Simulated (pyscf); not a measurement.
A first-order saddle from PySCF, ωB97X-D3(BJ)/def2-SVP:

```xyz
10

N      1.4322     1.0864     0.5774
Ti    -0.2205     0.4462     0.1569
N      0.0751    -0.6456    -1.2817
Cl    -1.5360     2.1032    -0.4588
Cl    -1.0051    -0.7600     1.8255
H      1.3072     1.9241     1.6682
H      2.4380     1.1322     0.4169
H     -0.0120    -0.3459    -2.2517
H      0.2342    -1.6496    -1.2125
H      1.3352     2.4605     2.3533
```
Charge 0, spin multiplicity 2.

Surface: doublet, charge 0. Lowest wavenumbers (cm⁻¹): 1106i, 79, 112, 118, 140.

Problem. Name the species on either side of this saddle.

Solution. H₂N–Ti(NH₂)(Cl)–Cl (SMILES [NH2][Ti]([NH2])([Cl])[Cl]) + H• (SMILES [H]) <-> [HN–Ti(NH₂)(Cl)–Cl]• (SMILES [NH][Ti]([NH2])([Cl])[Cl]) + H₂ (SMILES [H][H]), a hydrogen abstraction read from left to right: H–N broken and H–H formed. At ωB97M-D3(BJ)/def2-TZVP it lies +0.75 eV from the left side and +0.36 eV from the right (each side as separated species at their lowest minima found). One saddle was located; it need not be the lowest between these sides. The angle at the transferred H is 173°. Open-shell species with a d-block atom are single-reference here; other states, and whether the spin sits on metal or ligand, were not checked.
